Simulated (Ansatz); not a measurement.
SiP, quartet: vertical spin and charge gaps

Geometry (PBE0/def2-TZVP stationary point for this spin):

```yaml
atoms:
  - { symbol: Si, position_ang: [0.0000, 0.0000, 0.0000] }
  - { symbol: P, position_ang: [0.0000, 0.0000, 2.3430] }
```

Basis cc-pVTZ; Ansatz 0.2.0. Only valence electrons are correlated (noble-gas cores frozen). Prefix R: restricted or restricted open-shell reference; prefix U: unrestricted. Active spaces: valence = (9e, 8o) chosen from the atoms' valence shells.

Gaps are energies of the second state less the first, at fixed atoms, for a selection of the levels run; each method lands on the state that its own search finds for that charge and spin.

For open shells CISD is restricted-active-space CI with the open shells as a complete middle space.

Q: PBE gives 7.007 eV for removing an electron, to the triplet. Estimate what UCCSDT(Q) gives in cc-pVTZ.

A: UCCSDT(Q) in cc-pVTZ gives 7.020 eV, so against it PBE is off by -0.013 eV.

```csv
level,gap (eV),error (meV)
RMP2,7.030,10
UMP2,7.002,-18
CISD,7.008,-12
RCCSD(T),7.029,9
CASSCF (valence space),6.120,-900
NEVPT2 (valence space),6.744,-276
MRCISD (valence space),6.835,-185
r2SCAN,7.191,171
CAM-B3LYP,7.115,95
RPA-PBE,7.202,182
```

Q: PBE gives 8.807 eV for removing an electron, to the quintet. Estimate what UCCSDT(Q) gives in cc-pVTZ.

A: UCCSDT(Q) in cc-pVTZ gives 8.705 eV, so against it PBE is off by 0.102 eV.

| level | gap (eV) | error (meV) |
| --- | --- | --- |
| RHF | 7.756 | -949 |
| UHF | 7.882 | -823 |
| RMP2 | 8.557 | -148 |
| UMP2 | 8.512 | -193 |
| CISD | 8.420 | -285 |
| RCCSD | 8.658 | -47 |
| UCCSD | 8.664 | -41 |
| RCCSD(T) | 8.700 | -5 |
| UCCSD(T) | 8.699 | -6 |
| BCCD(T) | 8.700 | -5 |
| RCCSDT | 8.703 | -2 |
| UCCSDT | 8.703 | -2 |
| RCCSDT(Q) | 8.706 | 1 |
| CASSCF (valence space) | 7.741 | -964 |
| NEVPT2 (valence space) | 8.327 | -378 |
| MRCISD (valence space) | 8.487 | -218 |
| MRCISD+Q (valence space) | 8.623 | -82 |
| r2SCAN | 8.818 | 113 |
| PBE0 | 8.841 | 136 |
| B3LYP | 8.887 | 182 |
| wB97M-V | 8.745 | 40 |
| B2PLYP | 8.731 | 26 |
| RPA-PBE | 9.012 | 307 |

Sextet less quartet: 1.440 eV at UCCSDT(Q).

```tsv
level	gap (eV)	error (meV)
UHF	0.937	-503
RMP2	1.311	-129
UCCSD	1.428	-12
UCCSD(T)	1.433	-7
RCCSDT	1.440	0
NEVPT2 (valence space)	1.319	-121
MRCISD+Q (valence space)	1.447	7
r2SCAN	1.406	-34
PBE0	1.520	80
B2PLYP	1.635	195
```

Full CI isn't at hand for all of this; UCCSDT(Q) serves as the reference, and is uncertain by about the last step of the cluster series. The frozen core follows each run's orbitals, which can shift R against U totals by a few meV.
